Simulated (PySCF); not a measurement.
Simulated absorption spectrum

Compound: C3H3P3.
SMILES: `c1pcpcp1`

Method used: TDDFT CAM-B3LYP/def2-SVPD, vertical, gas phase, core orbitals frozen in the response in PySCF 2.14.0, density-fitted response routines. Geometry: GFN2-xTB; no solvent, vibrations or thermal averaging.

Computed states:

```tsv
state	E (eV)	f
S1	3.85	0.028
S2	3.93	0.0000
S3	3.94	0.0000
S4	3.98	0.0000
S5	3.98	0.0000
S6	4.54	0.0000
S7	5.13	0.291
S8	5.13	0.291
```

Broadening: Gaussians 0.25 eV wide at half height, area fixed by f = 4.319×10⁻⁹ ∫ε dν̃. The cross-section is σ = 3.8235×10⁻²¹ ε cm², given in Mb (10⁻¹⁸ cm²). The width is an assumption, not a result. The curve ends short of the highest state used, and states not computed would add to its high-energy end.

Q: What does the envelope look like, and where are its maxima?

A: 
E (eV), σ (Mb) and a bar:
```
     3.47       0.02 
     3.49       0.04 
     3.51       0.07 
     3.53       0.13 
     3.55       0.23 #
     3.57       0.38 #
     3.59       0.61 ##
     3.61       0.95 ##
     3.63       1.42 ####
     3.65       2.05 #####
     3.66       2.43 ######
     3.68       3.33 #########
     3.70       4.40 ############
     3.72       5.61 ###############
     3.74       6.90 ##################
     3.76       8.20 #####################
     3.78       9.40 #########################
     3.80      10.40 ###########################
     3.82      11.10 #############################
     3.84      11.44 ##############################
     3.86      11.38 ##############################
     3.88      10.93 #############################
     3.90      10.13 ###########################
     3.92       9.05 ########################
     3.93       8.45 ######################
     3.95       7.16 ###################
     3.97       5.86 ###############
     3.99       4.63 ############
     4.01       3.53 #########
     4.03       2.60 #######
     4.05       1.84 #####
     4.07       1.26 ###
     4.09       0.84 ##
     4.11       0.53 #
     4.13       0.33 #
     4.15       0.20 #
     4.17       0.11 
     4.18       0.08 
     4.20       0.05 
     4.22       0.02 
     4.24       0.01 
     4.26       0.01 
     4.28       0.00 
     4.30       0.00 
     4.32       0.00 
     4.34       0.00 
     4.36       0.00 
     4.38       0.00 
     4.40       0.00 
     4.42       0.00 
     4.44       0.00 
     4.45       0.00 
     4.47       0.00 
     4.49       0.00 
     4.51       0.00 
     4.53       0.00
```

Maxima: 322 nm (3.85 eV), ε about 3000, made up of S1 (100%) (ε in L mol⁻¹ cm⁻¹; maxima over ε = 5, shares over 10%). At its high-energy end, 4.53 eV, the curve is still rising (ε about 0.0067, from S7 and S8).

Q: On this curve, what absorbance would a 10⁻⁵ mol/L sample give at 355 nm over a 1 cm path?

A: 355 nm is 3.493 eV, where ε is about 11 L mol⁻¹ cm⁻¹, so A = ε c l ≈ 0.00011 (Beer–Lambert, with the gas-phase spectrum and the assumed width).

Q: What would ε be at 3.85 eV, the highest of these maxima, with half the width (0.125 eV)?

A: About 5990 L mol⁻¹ cm⁻¹ against 3000, a factor of about 2.00; a lone state at its own centre would give exactly 2.

Q: Coming from long wavelengths, where does ε first pass 100 L mol⁻¹ cm⁻¹?

A: At about 347 nm (3.57 eV), 0.28 eV below S1.
